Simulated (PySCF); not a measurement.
**Continuum solvent and chemical shifts**

Atom-mapped SMILES (the numbers label the heavy atoms): `[O:1]=[C:2]1[CH2:3][O:4][CH2:5]1`; H(Xn) means a hydrogen on atom n.

GIAO PBE0/pcSseg-1 in PySCF 2.14.0 with density-fitted response routines on one PBE0-D3(BJ)/def2-SVP conformer, non-relativistic, equivalent nuclei averaged. Solvents enter as an IEF-PCM continuum (cyclohexane with ε = 2.0, dichloromethane with ε = 8.9) around the gas-phase geometry. Shifts are referred to TMS computed in the same medium.

Gas phase, δ in ppm: C2 207.8, C3/C5 94.3, H(C3)/H(C5) 5.31. Dipole moment 0.82 D.

(1) How does each δ change in the continuum?

(2) Which nuclei move most (in ppm), and what does the model miss?

## Answers

(1) 
```json
{"atoms": "C2", "environment": "ketone carbonyl carbon", "Δδ, cyclohexane": "+3.7", "Δδ, dichloromethane": "+7.7"}
{"atoms": "C3/C5", "environment": "sp3 CH2 bonded to O, α to a carbonyl", "Δδ, cyclohexane": "+0.9", "Δδ, dichloromethane": "+1.9"}
{"atoms": "H(C3)/H(C5)", "environment": "hydrogen on an sp3 CH2 bonded to O, α to a carbonyl", "Δδ, cyclohexane": "+0.11", "Δδ, dichloromethane": "+0.23"}
```

Changes are relative to the gas phase. The dipole moment becomes 0.93 D in cyclohexane, 1.04 D in dichloromethane.

(2) C2 (ketone carbonyl carbon, +7.7 ppm) in dichloromethane. A continuum only polarises the solute; specific hydrogen bonds, the anisotropy of aromatic solvents and changes of geometry or conformer are outside it.
